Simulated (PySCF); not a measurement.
Species: C₃H₃S₂ (charge +1).
Atom-mapped SMILES: `[cH:1]1[cH:2][s:3][cH+:4][s:5]1` (hydrogens: H6 on C1; H7 on C2; H8 on C4)

The same species was optimised twice, with GFN2-xTB and with PBE0-D3(BJ)/def2-SVP (PySCF), and the same property calculations (PySCF, gas phase) were run on both structures.

```
  coordinate  GFN2-xTB  PBE0-D3(BJ)/def2-SVP  change
   C4–H8 (Å)     1.077                 1.095  +0.018
   C1–H6 (Å)     1.077                 1.094  +0.017
   C2–H7 (Å)     1.077                 1.093  +0.016
   C1–C2 (Å)     1.348                 1.359  +0.011
   S3–C4 (Å)     1.678                 1.671  -0.007
   C4–S5 (Å)     1.678                 1.671  -0.007
   C2–S3 (Å)     1.718                 1.714  -0.004
   C1–S5 (Å)     1.718                 1.714  -0.004
C2–S3–C4 (°)      94.4                  95.6    +1.2
C1–S5–C4 (°)      94.4                  95.6    +1.2
S3–C4–S5 (°)     118.3                 117.1    -1.2
C1–C2–S3 (°)     116.5                 115.8    -0.7
C2–C1–S5 (°)     116.5                 115.8    -0.7
C2–C1–H6 (°)     124.8                 125.4    +0.6
C1–C2–H7 (°)     124.8                 125.4    +0.6
S3–C4–H8 (°)     120.9                 121.4    +0.5
```

Rotational constants: A = 6947, B = 3441, C = 2301 MHz (GFN2-xTB) against A = 6861, B = 3496, C = 2316 MHz (PBE0-D3(BJ)/def2-SVP). Point groups within 0.08 Å: C2v and C2v.

On the GFN2-xTB structure: lowest singlet, TDDFT (eV) 5.06 [wB97X-D/def2-SVPD]; lowest triplet, Tamm–Dancoff (eV) 3.48 [wB97X-D/def2-SVPD]; isotropic polarisability (au) 59.4 [wB97X-D/def2-SVPD]; HOMO (eV) -15.56 [wB97X-D/def2-SVPD]; LUMO (eV) -6.27 [wB97X-D/def2-SVPD]; HOMO (eV) -13.83 [PBE0/pcSseg-1]; LUMO (eV) -8.06 [PBE0/pcSseg-1]; GIAO shielding of C1/C2 (mean) (ppm) 33.6 [PBE0/pcSseg-1]; GIAO shielding of S3/S5 (mean) (ppm) 71.3 [PBE0/pcSseg-1]; GIAO shielding of C4 (ppm) -9.3 [PBE0/pcSseg-1].

What do these properties become on the PBE0-D3(BJ)/def2-SVP structure?

```tsv
property	level	on GFN2-xTB	on PBE0-D3(BJ)/def2-SVP	change
lowest singlet, TDDFT (eV)	wB97X-D/def2-SVPD	5.06	5.12	+0.06
lowest triplet, Tamm–Dancoff (eV)	wB97X-D/def2-SVPD	3.48	3.54	+0.06
isotropic polarisability (au)	wB97X-D/def2-SVPD	59.4	59.7	+0.3
HOMO (eV)	wB97X-D/def2-SVPD	-15.56	-15.56	0.00
LUMO (eV)	wB97X-D/def2-SVPD	-6.27	-6.21	+0.06
energy, GFN2-xTB geometry as zero (kcal/mol)	wB97X-D/def2-SVPD	0.0	-0.5	-0.5
HOMO (eV)	PBE0/pcSseg-1	-13.83	-13.83	0.00
LUMO (eV)	PBE0/pcSseg-1	-8.06	-8.00	+0.06
energy, GFN2-xTB geometry as zero (kcal/mol)	PBE0/pcSseg-1	0.0	-0.2	-0.2
GIAO shielding of C1/C2 (mean) (ppm)	PBE0/pcSseg-1	33.6	31.6	-2.0
GIAO shielding of S3/S5 (mean) (ppm)	PBE0/pcSseg-1	71.3	71.2	-0.1
GIAO shielding of C4 (ppm)	PBE0/pcSseg-1	-9.3	-4.7	+4.6
```

The heavy atoms differ by 0.012 Å rms after alignment. Among all bonds C1–H6 and C4–H8 change most and about equally (+0.017 to +0.018 Å). Changes are differences of the printed values. Neither structure is proved a minimum here. Geometry: PBE0-D3(BJ)/def2-SVP; no solvent, vibrations or thermal averaging.

Note: wB97X-D ran without an empirical dispersion term, which enters the total energy and its gradient alone.
